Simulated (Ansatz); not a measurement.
```yaml
crystal:
  periodic: [false, false, false]
  atoms:
    - {symbol: B, position_ang: [0.809316, -0.142067, 0.474073]}
    - {symbol: B, position_ang: [-0.309624, 0.657588, -0.609619]}
    - {symbol: C, position_ang: [-0.499692, -0.515521, 0.135545]}
basis:
  gaussian: {orbitals: STO-3G}
hamiltonian: {xc: {name: wB97X-V}}
scf: {lower_state_search: off}
output: {forces: true}
```

```sh
$ ansatz run in.yaml --threads 4 --pin off --events-out ev --progress --plain --max-ram 3916MiB
```

It prints (some lines left out):

```
Functional definition: wB97X-V
199 factors; integrals over basis functions are off by at most 1.3e-4 eV
66 factors; integrals over basis functions are off by at most 1.1e-6 eV
mean field evaluation 1: about -2347.5947 eV, gradient 2.0e1 eV
mean field evaluation 2: about -2346.6207 eV, gradient 3.0e1 eV
mean field evaluation 4: about -2349.3827 eV, gradient 4.8e-1 eV
mean field evaluation 8: about -2349.3239 eV, gradient 1.3e-2 eV
mean field evaluation 16: about -2349.3239 eV, gradient 6.3e-6 eV
a density is far from that of the atoms, so the factors are made again for it
218 factors; integrals over basis functions are off by at most 7.4e-6 eV
66 factors; integrals over basis functions are off by at most 1.1e-6 eV
mean field -2349.32385818 eV, -86.3360593591 hartree, gradient 1.2e-6 eV, S^2 0.000000; 0 other end points of the search recorded, 0 dependent functions left out
reference -2349.32385745 eV, -86.3360593326 hartree; 8, 8 occupied and 7, 7 virtual orbitals, 218 factors
Total energy: -2349.32385745 eV, -86.3360593326 hartree
Atom 0 at     0.809316    -0.142067     0.474073 Å, force    -2.330267     1.613523    -2.220078 eV/Å
Atom 1 at    -0.309624     0.657588    -0.609619 Å, force     2.270933    -1.674736     2.236173 eV/Å
Atom 2 at    -0.499692    -0.515521     0.135545 Å, force     0.059334     0.061213    -0.016095 eV/Å
Dipole moment:     0.165401     0.170640    -0.044866 e Å
Checks for a lower state left out: stability, starts, cluster_reference, orbital_swaps, neighbouring_geometries, increment
```

Hardware: 4 threads of Arm Neoverse V2 on a shared host. Wall time 0.4 s.

The restricted singlet is unstable towards broken spin symmetry in Hartree–Fock (as tested in another run); at RKS ωB97X-V/STO-3G this wasn't settled.
